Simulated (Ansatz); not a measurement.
Energy needed to pull apart C₂H₃NO (SMILES NC#CO), singlet, into free ground-state atoms, from the structure below (displaced at random from a GFN2-xTB minimum); no zero-point or spin–orbit terms; open-shell atoms are treated unrestricted, in their ground-state multiplicity.

```
7
angstrom
N -0.6286 1.4223 0.0018
C -0.1368 0.1900 -0.0448
C 0.3350 -0.9259 -0.0327
O 0.9856 -2.0288 -0.1003
H -1.0826 1.7001 -0.7695
H -1.3466 1.4892 0.7814
H 1.8821 -1.9416 0.1021
```

Program: Ansatz 0.2.0. Basis: def2-TZVPP. Cores are frozen in the correlated methods.

| method | atomization energy (kcal/mol) |
| --- | --- |
| SPW92 | 790.5 |
| PBE-D4 | 690.7 |
| revPBE-D4 | 665.3 |
| r2SCAN-D4 | 657.7 |
| PBE0-D4 | 664.8 |
| wB97M-V | 660.7 |
| HF | ? |
| MP2 | ? |
| CCSD | 616.9 |
| CCSD(T) | 632.1 |

Task: What does HF give? (An estimate is asked for; the value comes from the calculation.)

Result: Computed: 419.7 kcal/mol, which is about 212.4 kcal/mol less than CCSD(T)/def2-TZVPP.

Task: What does MP2 give? (An estimate is asked for; the value comes from the calculation.)

Result: By the calculation: 655.3 kcal/mol, which is about 23.2 kcal/mol more than CCSD(T)/def2-TZVPP.

In triple zeta the MP2 and coupled-cluster atomization energies are still short of their basis limit by a few kcal/mol a bond, whereas those of the functionals are nearly converged, so these differences are not deviations from converged CCSD(T).

The T1 diagnostic stays at or below 0.013.

For scale, one of the runs: CCSD(T)/def2-TZVPP forces, 166 basis functions (an equivalent command: `ansatz run in.yaml --threads 4`). The run took 2.4 min on 4 CPU threads (shared host), with 2.7 GiB of host memory at its peak.
